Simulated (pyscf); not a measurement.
This saddle point was located with ωB97X-D3(BJ)/def2-SVP in PySCF.

```xyz
8

F     -0.5798     0.7107     1.7052
Ta    -0.0555    -0.1089    -0.1292
F      0.9919     1.3024    -0.6990
F     -1.6517     0.6753    -0.7221
F      0.0290    -1.3217    -1.5199
F      1.3322    -0.9133     0.8413
Cl    -1.5923    -1.6297     1.2653
H     -1.2097    -0.2916     1.8938
```

Surface: singlet, charge 0. Lowest wavenumbers (cm⁻¹): 675i, 62, 130, 147, 196.

**Question.** Which two sides does it connect, and which bonds change?

**Answer.** F–Ta(F)(F)(F)–F (SMILES [F][Ta]([F])([F])([F])[F]) + HCl (SMILES Cl) <-> HF (SMILES F) + F–Ta(F)(F)(F)–Cl (SMILES [F][Ta]([F])([F])([F])[Cl]), a four-centre exchange read from left to right: F–Ta, Cl–H broken and F–H, Cl–Ta formed. At ωB97M-D3(BJ)/def2-TZVP it lies +5.9 kcal/mol from the left side and -2.0 kcal/mol from the right (each side as separated species at their lowest minima found). On the reactant side the descent ends in an adduct with a Cl–Ta contact, 10.5 kcal/mol under the separated species and 11.9 kcal/mol under the saddle at ωB97X-D3(BJ)/def2-TZVP. On the product side the descent ends in an adduct with a F–Ta contact, 10.7 kcal/mol under the separated species and 8.0 kcal/mol under the saddle at ωB97X-D3(BJ)/def2-TZVP. At ωB97M-D3(BJ) the saddle lies under the separated products, which points to a path from their complex (located at ωB97X-D3(BJ) alone), and parting the products costs more than the saddle. What is counted as formed (Cl–Ta) is already present as a longer contact in the reactant adduct; forming that adduct is a step of its own. What is counted as broken (F–Ta) persists as a longer contact in the product adduct; parting that adduct is a step of its own. At ωB97X-D3(BJ) the barrier from the zero used here is 1.4 kcal/mol. One saddle was located; it need not be the lowest between these sides. Elements past Kr carry the def2 core potentials, without spin-orbit coupling.
